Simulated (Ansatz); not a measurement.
This geometry of CH6Si (8 atoms, charge 0, multiplicity 1) is a first-order saddle point.

Method: RKS PBE0-D4/6-31G* in Ansatz 0.2.0.

```xyz
8
Properties=species:S:1:pos:R:3
Si 0.268 0.022 -0.471
C 0.999 0.005 1.671
H 0.025 -0.139 2.135
H 1.659 -0.827 1.923
H 1.430 0.958 1.984
H 1.591 0.100 0.264
H -0.634 1.143 -0.071
H -0.434 -1.262 -0.173
```

Task: Which two structures does it join? (They come from a converged band through this point; their orientation in space is the band's.)

Result: Bonds broken: Si1–C2, Si1–H6. Bonds formed: C2–H6. CH6Si becomes CH4 + H2Si.

Image 0:

```xyz
8
Properties=species:S:1:pos:R:3
Si 0.380 0.011 0.051
C 0.873 -0.012 1.866
H -0.006 -0.126 2.509
H 1.554 -0.844 2.075
H 1.379 0.917 2.146
H 1.579 0.162 -0.823
H -0.545 1.146 -0.234
H -0.312 -1.255 -0.328
```

Image 8:

```xyz
8
Properties=species:S:1:pos:R:3
Si 0.151 0.016 -0.914
C 1.211 0.014 1.762
H 0.155 -0.178 1.951
H 1.821 -0.793 2.172
H 1.503 0.979 2.179
H 1.451 0.052 0.672
H -0.745 1.053 -0.241
H -0.645 -1.143 -0.319
```

Task: How far does it lie above each of them?

Result: 3.11 eV above the first and 0.86 eV above the second. This is the barrier of this one path; another mechanism may lie lower. The orbitals stay closed-shell, which can raise the energy where a bond breaks towards radicals; this wasn't checked here.

The run took 110 s on 1 thread of Arm Neoverse V1 (shared host), peak memory 0.097 GiB.
